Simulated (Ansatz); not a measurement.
A made-up structure of HS2O (charge -1), closed shell:

| atom | x (Å) | y (Å) | z (Å) |
| --- | --- | --- | --- |
| O1 | -1.8244 | -0.1161 | 1.0400 |
| S2 | -0.6281 | 0.7805 | 0.5914 |
| S3 | 1.0842 | 0.2933 | -0.6470 |
| H4 | 1.3682 | -0.9577 | -0.9844 |

It is relaxed with PBE-D4/def2-SVPD and then PBE0-D4/def2-TZVPD (Ansatz 0.2.0). Atoms count as bonded within 1.22 times the sum of their covalent radii (H–H: 0.88 Å). The end point is not checked to be a true minimum.

**Question.** Does its bonding change? (A judgement: the text doesn't fix the answer.)

**Answer.** By the calculation: No: no bond forms or breaks.

Where it ends: The first stage lowers the energy by 0.87 eV in 10 steps. It ends as HS₂O ([O][S][SH]), total charge -1:
```tsv
atom	x (Å)	y (Å)	z (Å)
O1	-1.7503	-0.0670	0.7140
S2	-0.3933	0.6382	0.8286
S3	0.7928	0.3234	-0.8879
H4	1.3508	-0.8946	-0.6548
```

Labels in which every atom is bracketed show which atoms are joined, not bond orders.

For scale, one of the runs: PBE0-D4/def2-TZVPD relaxation, 141 basis functions, launched by `ansatz run in.yaml --threads 2 --pin off --events-out ev --progress --plain --max-ram 4352MiB`. The run took about 23 s on 2 CPU threads of an AMD EPYC 7R13 (shared host).
